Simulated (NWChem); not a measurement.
# Polarisability of phosphine (H3P)

```
P
H 1 1.4287
H 1 1.4287 2 92.92
H 1 1.4287 2 92.92 3 -93.08
```
Charge 0, spin multiplicity 1.

Program: NWChem. Structure: optimised with PBE0/def2-SVP, a minimum by its harmonic frequencies.

Basis set: Sadlej pVTZ. Static limit.

B3LYP has NWChem's definition, with VWN1-RPA local correlation.

Task: One of these methods gave an isotropic polarisability of 30.16 bohr³. Which?
(A) B3LYP
(B) PBE
(C) PBE0
(D) HF

Result: D, HF. The others give 32.08 (PBE), 31.52 (B3LYP), 31.16 (PBE0).
